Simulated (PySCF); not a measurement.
Molecule (SMILES): [H][H] (H2).
Geometry (B3LYP-D3(BJ)/def2-TZVP, fixed):
```xyz
2

H      0.0000     0.0000    -0.3720
H      0.0000     0.0000     0.3720
```

Basis-set convergence of the isotropic shielding of H1 at HF with PySCF. GIAO, no density fitting; atoms are numbered in the order shown. All functions are spherical. No added dispersion term, no relativity. Reference: the value in pcSseg-3, 26.42 ppm, itself unsure by roughly 0.02 ppm (its mean distance from pcseg-4, cc-pCVQZ, cc-pV5Z). Deviations are taken from unrounded values.

```tsv
basis	functions	isotropic shielding of H1 (ppm)
cc-pVDZ	10	26.41
aug-cc-pVDZ	18	26.42
def2-SVP	10	26.38
def2-SVPD	16	26.39
pcseg-1	10	26.40
aug-pcseg-1	18	26.39
def2-TZVP	12	26.56
def2-TZVPD	18	26.56
def2-TZVPP	28	26.47
def2-TZVPPD	34	26.46
pcseg-2	28	26.47
aug-pcseg-2	46	26.46
cc-pVQZ	60	26.46
aug-cc-pVQZ	92	26.46
def2-QZVPP	60	26.46
def2-QZVPPD	66	26.46
pcseg-3	66	26.43
aug-pcseg-3	98	26.43
cc-pV5Z	110	26.44
aug-cc-pV5Z	160	26.44
```

What the diffuse functions change, pair by pair:
- cc-pVDZ to aug-cc-pVDZ: 8 more functions, deviation -0.01 to 0.00 ppm
- def2-SVP to def2-SVPD: 6 more functions, deviation -0.04 to -0.03 ppm
- pcseg-1 to aug-pcseg-1: 8 more functions, deviation -0.02 to -0.03 ppm
- def2-TZVP to def2-TZVPD: 6 more functions, deviation 0.14 to 0.14 ppm
- def2-TZVPP to def2-TZVPPD: 6 more functions, deviation 0.05 to 0.05 ppm
- pcseg-2 to aug-pcseg-2: 18 more functions, deviation 0.05 to 0.04 ppm
- cc-pVQZ to aug-cc-pVQZ: 32 more functions, deviation 0.04 to 0.04 ppm
- def2-QZVPP to def2-QZVPPD: 6 more functions, deviation 0.04 to 0.04 ppm
- pcseg-3 to aug-pcseg-3: 32 more functions, deviation 0.01 to 0.01 ppm
- cc-pV5Z to aug-cc-pV5Z: 50 more functions, deviation 0.02 to 0.02 ppm

They bring the value nearer the reference by more than 0.02 ppm in 0 of 10 pairs.
